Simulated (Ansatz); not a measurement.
Born–Oppenheimer molecular dynamics of CH₄BF (7 atoms, charge 0, multiplicity 1). It goes on from the last frame of an earlier run, with new velocities.

Computed with RKS PBE0-D4/STO-3G (Ansatz 0.2.0).

- ensemble: NVE (Milne-controlled integrator)
- time step: 0.5 fs
- steps asked: 250
- starting velocities drawn for: 300 K
- seed: 469083

First frame:

```xyz
7
Properties=species:S:1:pos:R:3
B -0.040 0.035 0.133
C 0.036 -0.491 1.595
H 0.060 0.387 2.282
H -0.828 -1.151 1.787
H 0.961 -1.042 1.833
H 0.956 0.235 -0.470
F -1.183 0.081 -0.493
```

(1) How far do the bonds stretch over the last three quarters of this one trajectory? (Pairs bonded in most of those frames.)

Results:

(1) 
| bond | mean (Å) | spread (Å) | shortest | longest |
| --- | --- | --- | --- | --- |
| B1–C2 | 1.582 | 0.023 | 1.53 | 1.61 |
| B1–H6 | 1.184 | 0.021 | 1.15 | 1.22 |
| B1–F7 | 1.310 | 0.020 | 1.27 | 1.36 |
| C2–H3 | 1.100 | 0.017 | 1.07 | 1.14 |
| C2–H4 | 1.097 | 0.012 | 1.07 | 1.12 |
| C2–H5 | 1.101 | 0.031 | 1.05 | 1.15 |

Mean temperature of the second half: 240 K. The conserved energy stayed within 0.033 meV per atom of its start (net change -0.021 meV per atom), so the integration is sound. A run of 0.12 ps of so small a system gives no equilibrium averages. Limits of this set-up: minimal basis.

Run time: 2.9 min on 1 thread of Arm Neoverse V1, with other jobs on the host, peak memory 0.075 GiB.
